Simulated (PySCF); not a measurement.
## Proton affinity of ethanol, site by site

System: ethanol, `CCO` (C2H6O). Non-hydrogen atoms are numbered in `[CH3:1][CH2:2][OH:3]`.

Energies: ωB97X-D3(BJ)/def2-TZVP (PySCF, density fitting, integration grid level 2) on PBE0-D3(BJ)/def2-SVP structures. ωB97X-D3(BJ) is ωB97X-V with D3(BJ) in place of VV10. Thermal corrections: PBE0-D3(BJ)/def2-SVP frequencies, unscaled, ideal gas at 298.15 K and 1 bar, quasi-RRHO entropy.

| site | product | PA / kJ/mol | GB / kJ/mol |
| --- | --- | --- | --- |
| O3 (hydroxyl oxygen) | `CC[OH2+]` | 785 | 755 |

PA is −ΔH and GB is −ΔG of B + H⁺ → BH⁺ in the gas phase. Sites whose products fell apart, merged with another or lost in a GFN2-xTB screen aren't listed.

In DMF the product from O3 is solvated 277 kJ/mol more strongly than the parent (electrostatics only).

Measured values (NIST Chemistry WebBook, evaluated or the median of agreeing entries): proton affinity (−ΔH) 777 kJ/mol (computed 785, difference 8); gas-phase basicity (−ΔG) 745 kJ/mol (computed 755, difference 10).
